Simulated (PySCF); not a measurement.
Molecule: Isocyanodiacetylene ([C-]#[N+]C#CC#C, C$_{5}$HN).

Geometry (Å), atoms numbered from 1 in this order:
```xyz
7

C     3.281   -0.843    1.687
N     2.238   -0.575    1.191
C     1.094   -0.281    0.647
C     0.020   -0.005    0.137
C    -1.181    0.303   -0.433
C    -2.253    0.579   -0.941
H    -3.199    0.822   -1.390
```

Spin–spin couplings on one PBE0-D3(BJ)/def2-SVP geometry, PySCF 2.14.0 with density-fitted response routines, gas phase, non-relativistic, equivalent pairs averaged; isotopes ¹³C, ¹H, ¹⁵N; basis pcJ-1.

How do the couplings (Hz) change with the functional? Times are CPU seconds on shared hosts with different chips, so compare them loosely.

Results:


```tsv
functional	functions	¹J(C3,C4)	¹J(C6,H7)	¹J(C5,C6)	¹J(C4,C5)	¹J(N2,C3)	¹J(C1,N2)	²J(C5,H7)	core-s
LDA	172	250.6	228.2	198.1	156.1	-48.9	3.8	48.9	7.5
PBE	172	269.9	265.6	215.6	174.4	-52.5	1.9	54.0	12
KT2	172	257.4	294.2	202.0	164.5	-44.9	11.2	59.0	13
B3LYP	172	291.2	287.7	233.2	191.1	-62.5	-6.9	54.9	27
PBE0	172	288.4	273.8	229.5	188.7	-61.3	-5.1	51.1	14
B97-2	172	280.8	263.2	226.5	185.0	-60.3	-7.6	49.5	14
BHandHLYP	172	331.6	310.6	265.1	224.5	-77.5	-17.4	46.8	20
CAM-B3LYP	172	296.6	283.4	235.7	191.7	-65.2	-9.2	54.2	23
``` Left out for a near triplet instability: HF/pcJ-1.
